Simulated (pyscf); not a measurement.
Thermochemistry of product channels of H₃C–GeH₃ + methyl (CH₃•) on the doublet surface, in eV, from ωB97M-D3(BJ)/def2-TZVP energies (ideal gas, 1 atm, RRHO with modes under 100 cm⁻¹ raised to 100, one conformer, R ln 2 for chiral ones without a mode under 150 cm⁻¹). Structures and frequencies: ωB97X-D3(BJ)/def2-SVP in PySCF.

| products | ΔE | ΔH(298 K) | ΔG(900 K) | ΔG(1200 K) |
|---|---|---|---|---|
| H₃C–GeH•–CH₃ + hydrogen (H₂) | [?] | -0.52 | -0.46 | -0.46 |
| H₃C–GeH₂• + methane (CH₄) | -1.01 | -0.86 | -0.86 | -0.83 |
| ethane (H₃C–CH₃) + GeH₃• | -0.67 | -0.54 | -0.41 | [?] |

Fill in the missing entries.


- H₃C–GeH•–CH₃ + hydrogen (H₂), ΔE: -0.56
- ethane (H₃C–CH₃) + GeH₃•, ΔG(1200 K): -0.34

These are energies of the channels, which say nothing of barriers. Elements up to Kr have no core potential and no relativistic terms here.
